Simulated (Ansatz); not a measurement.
The first iterations of a band of C₃H₄FN (9 atoms, charge 0, multiplicity 1).

All numbers below come from RKS PBE-D4/def2-SVP in Ansatz 0.2.0.

* movable images: 7
* climbing image: yes
* spring: 5.0 eV/Å²
* optimiser: quadratic models (default)
* start path: IDPP
* force threshold: 0.05 eV/Å
* iteration limit: 60
* end points: relaxed

Initial state:

```xyz
9
Properties=species:S:1:pos:R:3
C -0.348 1.422 -1.205
C 0.126 0.550 -0.338
C 0.600 -0.407 0.451
N -0.051 -1.555 0.892
F 1.883 -0.372 0.891
H -0.763 2.400 -0.891
H -0.353 1.225 -2.296
H 0.016 -1.696 1.907
H -1.021 -1.614 0.573
```

Final state:

```xyz
9
Properties=species:S:1:pos:R:3
C -0.360 1.500 -1.101
C 0.135 0.481 -0.428
C 0.612 -0.489 0.344
N -0.088 -1.292 1.240
F 1.939 -0.768 0.368
H -0.530 2.491 -0.634
H -0.626 1.424 -2.174
H -1.092 -1.100 1.252
H 0.098 -2.294 1.117
```

| iteration | highest image above the first end (eV) | largest band force component (eV/Å) |
| --- | --- | --- |
| 1 | 0.230 | 0.847 |
| 2 | 0.191 | 0.823 |
| 3 | 0.167 | 0.432 |
| 4 | 0.164 | 0.506 |

Problem. Does the band converge within its limit, and where does its top end?

Solution. The run converged. It ended after 14 iterations with the highest image 0.132 eV above the first end. A vibrational analysis at the climbing image gives one clearly imaginary mode, 280i cm⁻¹: a first-order saddle point.

Time of the run: 2.4 min on 1 thread of Intel(R) Xeon(R) 6975P-C (Granite Rapids), with other jobs on the host, peak memory 0.14 GiB.
